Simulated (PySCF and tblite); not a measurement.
Results of a calculation; reference values are marked as such.
System: H₄S₂Si, numbered as in [SiH3:1][S:2][SH:3].

For the rotation about the S2–S3 bond (torsion Si1–S2–S3–H from -90° to 90°, rising): electronic barrier 6.01 kcal/mol, zero-point change -0.20 kcal/mol, thermal and entropy terms at 200 K a further 0.23 kcal/mol (symmetry numbers apart). The minimum is C1, the saddle Cs. Geometries: B3LYP-D3(BJ)/def2-SVP; energies: PBE0/pcSseg-1 + D3(BJ), IEF-PCM chloroform; zero-point and thermal terms from GFN2-xTB harmonic modes (soft modes blended into free rotors). Rates follow Eyring's equation with the number of equivalent paths and no tunnelling. (PySCF 2.14 with density fitting, tblite 0.8.)

How many equivalent paths lead out of the minimum?

1: the symmetry number of the minimum is 1, that of the saddle displaced along its mode 1.

Work out the rate at 200 K.

ΔG‡ = 6.04 kcal/mol; k_B T/h = 4.2×10¹² s⁻¹; exp(−ΔG‡/RT) = 2.5×10⁻⁷; times 1 gives k = 1.1×10⁶ s⁻¹. Wigner's tunnelling factor for the 259i cm⁻¹ mode would be 1.15.
